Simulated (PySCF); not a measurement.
Nitrosyl hydride, HNO, SMILES N=O, point group Cs.

Level: PBE0/pcSseg-2 in PySCF (density fitting, grid level 2); geometry and Hessian at that level, cubic constants and property derivatives from steps of ±0.6 along each species' dimensionless normal coordinates, second-order vibrational perturbation theory. The parent has the commonest isotopes.

Equilibrium geometry (Å):

```csv
atom,x,y,z
N1,-0.0533,0.4292,-0.0090
O2,0.9647,-0.1871,-0.0464
H3,-0.8655,-0.2522,0.0052
```

(1) How much do zero-point and thermal motion change the parent's shieldings?

(2) And the bond lengths, in the parent and with ¹⁵N at 1?

(3) What are the dipole moments?

The study (67 SCF points, 86 basis functions) took 50 s on 1 thread of AMD EPYC 9R45 96-Core, shared host (rough), peak memory 0.39 GiB, launched as `OMP_NUM_THREADS=1 python ens_run.py task.json out`.

Answers

(1) 
```
atom  σe (ppm)  anharmonic part, 0 K  harmonic part, 0 K  Δσ at 0 K  Δσ at 298.15 K  Δσ at 350 K
  N1  -1119.00                  5.01              -36.89     -31.88          -31.55       -31.58
  O2  -2264.75                 13.87              -59.26     -45.39          -45.99       -46.25
  H3      0.33                  0.35               -1.61      -1.26           -1.19        -1.18
```

(2) 
```tsv
bond	re (Å)	⟨r⟩ at 0 K	between mean positions	⟨r⟩, labelled
N1–O2	1.1906	1.1933	1.1933	1.1933
N1–H3	1.0604	1.0860	1.0812	1.0860
```

(3) 1.708 D at equilibrium; averaged at 0 K: parent 1.635 D; ¹⁵N at 1 1.636 D; ¹⁸O at 2 1.635 D; ¹⁵N at 1, ¹⁸O at 2 1.635 D; ²H at 3 1.656 D; ¹⁸O at 2, ²H at 3 1.656 D; ¹⁵N at 1, ²H at 3 1.656 D. Measured: 1.67 D (NIST CCCBDB Release 22 (SRD 101), experimental dipoles).
